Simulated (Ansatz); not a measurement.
# C₄H₁₀S: a ladder of functionals and wavefunction methods

An exercise on one series of results from a longer session: the logs are not shown, and one member is left open.

Method: functionals in def2-TZVPP, the program's frozen cores in correlated methods; program: Ansatz 0.2.0, Gaussian basis.

Plan: PBE-D4, r2SCAN-D4, PBE0-D4, B3LYP-D4, ωB97X-V, ωB97M-V, B2PLYP; CCSD(T)/def2-TZVPP; MP2/def2-QZVPP; extrapolation to the limit.

## The geometry

The geometry comes from an earlier relaxation with PBE0-D4 in a triple-zeta def2 set; it is a stationary point, not always the lowest conformer.

SMILES `CC(C)CS`, 15 atoms, charge 0, spin multiplicity 1.

Atoms are counted from 1 here; the program's logs count them from 0.

Bond lengths: C1–C2 1.519 Å, C1–H6 1.092 Å, C1–H7 1.092 Å, C1–H8 1.095 Å, C2–C3 1.523 Å, C2–C4 1.524 Å, C2–H9 1.096 Å, C3–H10 1.093 Å, C3–H11 1.093 Å, C3–H12 1.095 Å, C4–S5 1.812 Å, C4–H13 1.093 Å, C4–H14 1.094 Å, S5–H15 1.341 Å. Angles: C2–C1–H6 111.6°, C2–C1–H7 110.9°, C2–C1–H8 110.8°, H6–C1–H7 107.6°, H6–C1–H8 108.3°, H7–C1–H8 107.6°, C1–C2–C3 110.9°, C1–C2–C4 112.1°, C1–C2–H9 108.3°, C3–C2–C4 109.3°, C3–C2–H9 108.6°, C4–C2–H9 107.4°, C2–C3–H10 111.0°, C2–C3–H11 111.5°, C2–C3–H12 110.9°, H10–C3–H11 107.9°, H10–C3–H12 107.6°, H11–C3–H12 107.8° and more.

As a file:

```xyz
15

C    -1.29637    0.30370    0.45967
C     0.21659    0.22643    0.34229
C     0.76829   -0.92885    1.16745
C     0.67293    0.07572   -1.10400
S     0.31756    1.47424   -2.19931
H    -1.69650    1.16867   -0.07299
H    -1.60169    0.38920    1.50506
H    -1.76416   -0.59808    0.05006
H     0.64035    1.16294    0.72363
H     0.48834   -0.82751    2.21866
H     1.85906   -0.97563    1.11331
H     0.37423   -1.88597    0.81117
H     1.76147   -0.01844   -1.14190
H     0.26195   -0.83661   -1.54543
H    -1.00205    1.27020   -2.32767
```

The first run:

Input file in.yaml:

```yaml
crystal:
  periodic: [false, false, false]
  atoms:
    - {symbol: C, position_ang: [-1.296371, 0.303700, 0.459673]}
    - {symbol: C, position_ang: [0.216594, 0.226433, 0.342294]}
    - {symbol: C, position_ang: [0.768286, -0.928847, 1.167445]}
    - {symbol: C, position_ang: [0.672926, 0.075722, -1.104000]}
    - {symbol: S, position_ang: [0.317562, 1.474240, -2.199309]}
    - {symbol: H, position_ang: [-1.696503, 1.168673, -0.072987]}
    - {symbol: H, position_ang: [-1.601691, 0.389202, 1.505056]}
    - {symbol: H, position_ang: [-1.764162, -0.598079, 0.050058]}
    - {symbol: H, position_ang: [0.640352, 1.162941, 0.723634]}
    - {symbol: H, position_ang: [0.488345, -0.827512, 2.218655]}
    - {symbol: H, position_ang: [1.859059, -0.975630, 1.113310]}
    - {symbol: H, position_ang: [0.374232, -1.885967, 0.811170]}
    - {symbol: H, position_ang: [1.761469, -0.018440, -1.141897]}
    - {symbol: H, position_ang: [0.261949, -0.836612, -1.545433]}
    - {symbol: H, position_ang: [-1.002045, 1.270197, -2.327669]}
basis:
  gaussian: {orbitals: def2-TZVPP}
hamiltonian: {xc: pbe, dispersion: d4}
output: {forces: true, orbitals: {seedname: orbitals}}
```

Run with:

```console
$ ansatz run in.yaml --threads 2 --pin off --events-out ev --progress --plain --max-ram 32768MiB --backend cuda --devices 0, --max-vram 18GiB
```

Steps of the session up to this table: PBE-D4 (GGA); r2SCAN-D4 (meta-GGA); PBE0-D4 (hybrid); B3LYP-D4 (hybrid); ωB97X-V (range-separated); ωB97M-V (range-separated); B2PLYP (double hybrid); CCSD(T) in def2-TZVPP; MP2 in def2-QZVPP.

One table of the session follows, with a row left open; its other results are not shown here.

```
            method  atomisation energy (eV)
            PBE-D4                   59.958
         r2SCAN-D4                   59.105
           PBE0-D4                   59.346
          B3LYP-D4                   58.978
           ωB97X-V                   59.111
           ωB97M-V                   59.199
            B2PLYP                        ?
     HF/def2-TZVPP                   44.312
    MP2/def2-TZVPP                   58.171
   CCSD/def2-TZVPP                   57.011
CCSD(T)/def2-TZVPP                   57.722
           MP2/CBS                   59.451
       CCSD(T)/CBS                   59.002
```

**Question.** Estimate the row for B2PLYP.

The run gave: atomisation energy (eV): 58.346. In the column «atomisation energy (eV)» it lies between MP2/def2-TZVPP (58.171) and B3LYP-D4 (58.978).
